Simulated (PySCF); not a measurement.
# XPS shifts beside NMR shieldings

Compound: C5H5F.
Atom-mapped SMILES: `[CH2:1]=[C:2]([F:3])[C:4]1=[CH:5][CH2:6]1`

Binding energies: PySCF, delta-SCF UKS SCAN, pcX-2 on the ionised atom, pcseg-1 elsewhere, spin-free X2C. Shieldings: GIAO B3LYP/pcSseg-2, non-relativistic, same geometry.

```csv
atom,isotropic shielding (ppm)
C1,70.7
C2,6.8
C4,55.9
C5,62.9
C6,169.5
```

What are the C 1s binding energies of these atoms?

```csv
atom,environment,C 1s (eV),isotropic shielding (ppm)
C1,terminal =CH2 carbon,290.21,70.7
C5,alkene CH carbon,290.57,62.9
C4,fully substituted alkene carbon,291.09,55.9
C6,allylic carbon,291.17,169.5
C2,vinylic C–F carbon,293.27,6.8
```

Among the listed atoms, is the one with the highest binding energy also the least shielded?

Yes: C2 has both (293.27 eV, 6.8 ppm).

By binding energy: C1 < C5 < C4 < C6 < C2. By shielding: C2 < C4 < C5 < C1 < C6.

The unrestricted hole states depart most from a pure doublet (⟨S²⟩ = 0.75; over 0.85 named) for C 1s of C2 (0.98) and C 1s of C4 (0.94), which makes these values less certain. Isolated species at its PBE0-D3(BJ)/def2-SVP geometry (one conformer only).

Conformer computed: `[CH2:1]=[C:2]([F:3])[C:4]1=[CH:5][CH2:6]1`: C1–C2–C4–C5 180°.
